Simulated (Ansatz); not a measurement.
`CC(F)(F)Cl` + H₂O → `OC(F)(F)Cl` + CH₄ at 500 K and 1 bar (formal hydrolysis of a C–C bond).

Gas-phase electronic energies from Ansatz, PBE0-D4/def2-TZVP geometries. CCSD(T)/CBS adds triple-zeta CCSD(T) − MP2 to the extrapolated MP2 energy (def2 sets, frozen cores). This one scheme is used for every species. One conformer a species, not always the lowest.

```
     species  CCSD(T)/CBS energy (Eh)  H − E (kJ/mol)  S (J/(mol·K))
`CC(F)(F)Cl`               -737.27590           168.8          356.3
         H₂O                -76.37941            73.2          206.3
`OC(F)(F)Cl`               -773.18536           103.8          346.2
         CH₄                -40.46206           135.6          206.8
```

H − E and S are ideal-gas, rigid-rotor, harmonic terms from PBE0-D4/def2-TZVP, for one conformer and one mirror image of each species. 1 Eh = 2625.50 kJ/mol, R = 8.31446 J/(mol·K).

Q: By hand: ΔE, ΔH, ΔS and ΔG.

A: ΔE = (-773.18536) + (-40.46206) − (-737.27590) − (-76.37941) = 0.00789 Eh = 20.7 kJ/mol. Δ(H − E) = 103.8 + 135.6 − 168.8 − 73.2 = -2.6, so ΔH = 18.1 kJ/mol. ΔS = 346.2 + 206.8 − 356.3 − 206.3 = -9.6 J/(mol·K). ΔG = 18.1 − 500 × (-9.6)/1000 = 22.9 kJ/mol.

Q: By hand: the equilibrium constant, and the temperature at which ΔG would vanish if ΔH and ΔS stayed fixed.

A: log₁₀ K = −ΔG/(RT ln 10) = -2.4. ΔH and −TΔS have one sign here, so there is no such temperature.

The number of gas molecules stays the same, so ΔS is small and ΔH decides. A doubt of 5 kJ/mol in ΔE shifts log₁₀ K by 0.5 here. Other conformers and mirror images would add mixing entropy, several J/(mol·K) or more a flexible species. These are equilibria of isolated gas molecules and say nothing of rates. Largest T1 diagnostic: 0.011 (customary marks: 0.02 for closed shells, 0.045 for open ones).

ΔS is within the doubt of such terms, so its sign, and with it that verdict, could turn.
